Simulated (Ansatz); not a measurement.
Relaxation of C3H5NS (10 atoms, charge 0, multiplicity 1), to a largest force component of 0.015 eV/Å in at most 40 steps.

The calculation used RKS B3LYP/6-31G* (Ansatz).

```xyz
10
Properties=species:S:1:pos:R:3
C -1.304 -1.004 -0.432
C -0.206 -0.123 -0.087
N 0.864 -0.382 0.522
C 1.544 0.984 0.490
S 0.005 1.530 -0.372
H -2.191 -0.717 0.219
H -1.063 -2.013 -0.335
H -1.615 -0.749 -1.483
H 2.407 1.034 -0.034
H 1.641 1.389 1.515
```

Q: Where does it end, and by what steps?

A: It converged. After 7 steps the energy has fallen by 0.711 eV; S5 moved furthest, 0.20 Å.

```csv
step,energy less start (eV),largest force component (eV/Å),accepted
0,0.0000,4.690,yes
1,-0.6057,1.627,yes
2,-0.6797,0.682,yes
3,-0.7046,0.300,yes
4,-0.7052,0.417,yes
5,-0.7111,0.051,yes
6,-0.7114,0.043,yes
7,-0.7115,0.009,yes
```

```xyz
10
Properties=species:S:1:pos:R:3
C -1.329 -0.967 -0.441
C -0.185 -0.086 -0.073
N 0.937 -0.415 0.464
C 1.497 0.935 0.511
S -0.040 1.694 -0.270
H -2.236 -0.671 0.098
H -1.079 -2.001 -0.186
H -1.541 -0.901 -1.514
H 2.386 1.060 -0.113
H 1.673 1.300 1.526
```

Whether the end is a true minimum wasn't checked by a vibrational analysis.

Run time: 44 s on 1 CPU thread of a shared host.
